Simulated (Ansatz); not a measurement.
The same path of BClFH (4 atoms, charge 0, multiplicity 1) was run 3 times with different band settings. Lost on the way: B1–H2, B1–F3. Made: H2–F3.

These are results of Ansatz, RKS B3LYP/def2-SVP, not measurements.

Relaxed end points:

```xyz
4
Properties=species:S:1:pos:R:3
B 0.253 0.000 0.188
H 0.217 0.000 1.387
F 1.409 0.000 -0.438
Cl -1.223 0.000 -0.758
```

```xyz
4
Properties=species:S:1:pos:R:3
B -0.604 -0.001 -0.202
H 1.276 0.000 0.550
F 2.157 0.000 0.885
Cl -2.173 0.000 -0.854
```

Common settings: spring 5.0 eV/Å²; optimiser quadratic models (default); start path through a guess of the saddle point; iteration limit 60; end points relaxed.

| run | movable images | climbing image | force threshold |
| --- | --- | --- | --- |
| 1 | 7 | yes | 0.05 eV/Å |
| 2 | 7 | yes | 0.5 eV/Å |
| 3 | 4 | no | 0.05 eV/Å |

(1) What does each run give, and how far can it be trusted?

Answers

(1) Run 1: converged after 12 iterations, highest image 4.842 eV above the first end. Neighbouring images differ by up to 2.6 eV, so the band resolves the path poorly. A vibrational analysis at the climbing image gives one clearly imaginary mode, 1077i cm⁻¹: a first-order saddle point.
Run 2: converged after 9 iterations, highest image 4.840 eV above the first end. The threshold of 0.5 eV/Å is loose, so the images may lie well off the minimum-energy path. Neighbouring images differ by up to 2.5 eV, so the band resolves the path poorly. Another band between the same ends (7 images) ends at a top of the same energy, where a vibrational analysis finds 1 clearly imaginary mode.
Run 3: converged after 12 iterations, highest image 4.845 eV above the first end. Neighbouring images differ by up to 2.6 eV, so the band resolves the path poorly. No image climbed, so the highest image needn't sit at the top of the path.
The orbitals stay closed-shell, which can raise the energy where a bond breaks towards radicals; this wasn't checked here.
